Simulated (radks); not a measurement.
# Cl²⁺ in [Ne] 3s1 3p3 4s1: an all-electron calculation

One table from this session's results is given with a row withheld; the runs are named, their logs left out.

The numbers are computed with radks (a radial shooting solver on a logarithmic mesh, Libxc functionals) version 1 (non-relativistic Kohn-Sham, SCAN, spin-unpolarised, spherical densities, point nucleus), except any that are marked as measured or tabulated.

**The system**

| Quantity | Value |
| --- | --- |
| element | chlorine (Z = 17) |
| charge | +2 |
| electrons | 15 |
| configuration | [Ne] 3s1 3p3 4s1 |

Outer shells as boxes (Hund's rule):

Cl²⁺
```
[Ne] core
3s [↑ ]
3p [↑ ][↑ ][↑ ]
4s [↑ ]
```

The first run:

Input:

```text
Z 17
configuration [Ne] 3s1 3p3 4s1 3d0 4p0 5s0 4f0
relativity non-relativistic
functional scan,scan
spin unpolarised
nucleus point
```

Started as:

```console
> python run_ks.py task.json out
```

All runs below come from this command, one after another.

One of the session's tables, all rows but one given; the rest of the session is left out.

It belongs to the step «Orbitals and density». Radial moments (bohr):

| level | <r> | outermost maximum (interpolated) | 90 % within | nodes |
| --- | --- | --- | --- | --- |
| 1s | 0.09143 | 0.0599 | 0.163 | 0 |
| 2s | 0.4437 | 0.363 | 0.693 | 1 |
| 2p | 0.4056 | 0.302 | 0.672 | 0 |
| 3s | 1.411 | 1.24 | 2.09 | 2 |
| 3p | 1.538 | 1.31 | 2.33 | 1 |
| 3d | 1.944 | 1.48 | 3.15 | 0 |
| 4s | 3.605 | 3.32 | 5.13 | 3 |
| 4p | ? | ? | ? | ? |
| 5s | 5.931 | 6.28 | 8.41 | 4 |
| 4f | 4.787 | 4.32 | 6.86 | 0 |

Q: Estimate the row for 4p from the others.

The run gave: <r>: 3.973; outermost maximum (interpolated): 3.77; 90 % within: 5.67; nodes: 2. In the column «<r>» it lies between 4s (3.605) and 4f (4.787).
